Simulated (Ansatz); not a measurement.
# H₃O (doublet): wave-function methods side by side at distance H1–H2 along a hydrogen transfer = 1.106 Å, 6-31G

How much of the correlation energy of H₃O (doublet) does each wave-function method recover here?

Program: Ansatz 0.2.0, Gaussian basis. Level of theory: 6-31G, core rule «outside noble gas», up to 1 orbitals frozen. These are calculated values, not measurements.

To be run: UHF; CCSD(T) on ROHF; CCSD(T) on UHF; BCCD(T) on ROHF; CISD; CCSDT(Q) on ROHF; CCSDT(Q) on UHF; CISDTQ; CCSDTQ on ROHF; CCSDTQ on UHF; CASSCF and MRCISD+Q, 3 electrons in 3 orbitals; CASSCF and NEVPT2, 3 electrons in 3 orbitals; CASSCF and MRCISD+Q, 9 electrons in 7 orbitals; CASSCF and NEVPT2, 9 electrons in 7 orbitals; Full CI.

5 further runs of the same task are left out: 4 that didn't finish, 1 set aside as unsound or not needed.

## (1) The system

The geometry derives from fragments relaxed apart (PBE0/def2-TZVP) and kept rigid, so it is no stationary point. A hydrogen atom is moved between rigid fragments.

4 atoms, charge 0, spin multiplicity 2.

Atoms are counted from 1 here; the program's logs count them from 0.

Bond lengths: H2–O3 1.135 Å, O3–H4 0.973 Å. Angles: H2–O3–H4 105.0°.

## (2) UHF

File in.yaml:

```yaml
crystal:
  periodic: [false, false, false]
  atoms:
    - {symbol: H, position_ang: [-2.075468, 0.049803, 0.000000]}
    - {symbol: H, position_ang: [-0.969468, 0.049803, 0.000000]}
    - {symbol: O, position_ang: [0.165532, 0.049803, 0.000000]}
    - {symbol: H, position_ang: [0.417391, -0.890147, 0.000000]}
basis:
  gaussian: {orbitals: 6-31G}
magnetization: {spin_polarized: true, initial_magnetization: 1}
hamiltonian: {xc: hf}
output: {orbitals: {seedname: orbitals}}
```

Run with:

```bash
$ ansatz run in.yaml --threads 1 --pin off --events-out ev --progress --plain --max-ram 2393MiB
```

After this run come: CCSD(T) on ROHF; CCSD(T) on UHF; BCCD(T) on ROHF; CISD; CCSDT(Q) on ROHF; CCSDT(Q) on UHF; CISDTQ; CCSDTQ on ROHF; CCSDTQ on UHF; CASSCF and MRCISD+Q, 3 electrons in 3 orbitals; CASSCF and NEVPT2, 3 electrons in 3 orbitals; CASSCF and MRCISD+Q, 9 electrons in 7 orbitals; CASSCF and NEVPT2, 9 electrons in 7 orbitals; Full CI.

Q: Predict the results of all the runs planned. Wanted: FCI below the RHF energy; RMP2 from FCI; UMP2 from FCI; RCCSD from FCI; RCCSD(T) from FCI; UCCSD(T) from FCI; RCCSDT(Q) from FCI; UCCSDT(Q) from FCI; NEVPT2 pair from FCI.

**Answer**, as computed:

| quantity | value |
| --- | --- |
| FCI below the RHF energy | -4.1998 eV |
| RMP2 from FCI | +7.31 kcal/mol |
| UMP2 from FCI | +8.52 kcal/mol |
| RCCSD from FCI | +1.53 kcal/mol |
| RCCSD(T) from FCI | +0.49 kcal/mol |
| UCCSD(T) from FCI | +0.44 kcal/mol |
| RCCSDT(Q) from FCI | -0.02 kcal/mol |
| UCCSDT(Q) from FCI | -0.01 kcal/mol |
| NEVPT2 pair from FCI | +4.19 kcal/mol |
| MRCISD+Q pair from FCI | +1.26 kcal/mol |
| NEVPT2 valence from FCI | +7.52 kcal/mol |
| levels within 1 kcal/mol (43 meV) | RCCSD(T), UCCSD(T), BCCD(T), RCCSDT, UCCSDT, CISDTQ, RCCSDT(Q), UCCSDT(Q), RCCSDTQ, UCCSDTQ, MRCISD+Q valence |
| T1 diagnostic | 0.030 |
| effectively unpaired electrons | 1.03 |

**Reading.** RCCSD(T) misses by +0.49 kcal/mol, 0.5 % of the correlation energy. One determinant dominates. Of the multireference levels listed MRCISD+Q valence comes nearest in total energy (+0.67 kcal/mol), which doesn't show that its space is the better one. These misses are within one basis, not against nature; the frozen cores of restricted and unrestricted runs differ, which can shift their rows.
